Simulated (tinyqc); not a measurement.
Stretching all distances: RHF, UHF, MP2, CISD and CCSD against full CI in the sto-3g basis, for BH, spin multiplicity 1. Computed by the program tinyqc with PySCF. 

Geometry (angstrom):
```
atom,x,y,z
B,0.0000,0.0000,0.0000
H,0.0000,0.0000,1.0850
```

All coordinates are multiplied by the scale. c0^2 is the weight of the RHF determinant in the lowest singlet FCI state (UHF is spin-contaminated and may lie near states of higher spin) and n(LUMO) the first natural occupation beyond the occupied space.

Full CI energy (hartree) and errors against it (kcal/mol):
```
scale,distance 1-2 (angstrom),E(FCI),RHF,UHF,MP2,CISD,CCSD,<S^2> UHF,c0^2,n(LUMO)
1.000,1.085,-24.79560,33.309,24.602,16.453,0.918,0.113,0.573,0.916,0.077
1.200,1.302,-24.80882,37.442,31.409,17.983,1.267,0.098,0.495,0.914,0.071
1.400,1.519,-24.78812,43.904,39.767,20.778,1.879,0.100,0.424,0.904,0.067
1.590,1.725,-24.75818,52.355,49.469,24.700,2.765,0.102,0.380,0.884,0.105
1.790,1.942,-24.72667,63.739,50.816,30.167,4.082,0.095,0.665,0.847,0.184
1.990,2.159,-24.70060,77.468,43.885,36.747,5.802,0.077,0.772,0.792,0.294
2.180,2.365,-24.68272,92.060,37.087,43.347,7.690,0.052,0.881,0.728,0.418
2.380,2.582,-24.67059,107.952,31.917,49.515,9.688,0.023,0.941,0.657,0.552
2.580,2.799,-24.66353,123.194,28.752,53.676,11.455,-7.46e-05,0.972,0.594,0.672
```

UHF lies below RHF over the whole range. The weight c0^2 goes from 0.92 to 0.59 and n(LUMO) from 0.08 to 0.67: static correlation grows as the bonds break into open-shell fragments. The spread of the error along the curve, which distorts its shape, is CCSD 0.1, CISD 10.5, UHF 26.2, MP2 37.2, RHF 89.9 kcal/mol.
